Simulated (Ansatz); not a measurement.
Molecule: CH$_{3}$S (charge 0, doublet). It need not be the lowest isomer of its formula. SMILES: [CH2]S
Geometry from a B3LYP-D3(BJ)/def2-TZVP (Ansatz, a first-principles code) optimisation:
```xyz
5

C     -0.0461     1.1066    -0.2404
S     -0.0135    -0.5541     0.1901
H      0.6281    -1.0204    -0.8936
H     -0.5168     1.7811     0.4559
H      0.3815     1.4649    -1.1612
```
Charge 0, spin multiplicity 2.

Parts of the frozen-core correlation energy in cc-pVTZ (Ansatz, hartree). Frozen orbitals: 6; correlated occupied orbitals by spin: 7 and 6; virtual: 93 and 94. Open shells are spin-unrestricted. Spin-orbit coupling is left out. No relativistic terms.

| term | value |
|---|---|
| reference (HF) | -437.12883 |
| MP2 opposite-spin | -0.25478 |
| MP2 same-spin | ___ |
| CCSD correlation | ___ |
| (T) | ___ |
| T1 diagnostic | 0.019 |
| largest doubles amplitude | 0.040 |
| <S^2> of the reference | 0.770 |

Task: What belongs in the gaps?

Result: 
- MP2 same-spin, value: -0.07356
- CCSD correlation, value: -0.36258
- (T), value: -0.01483
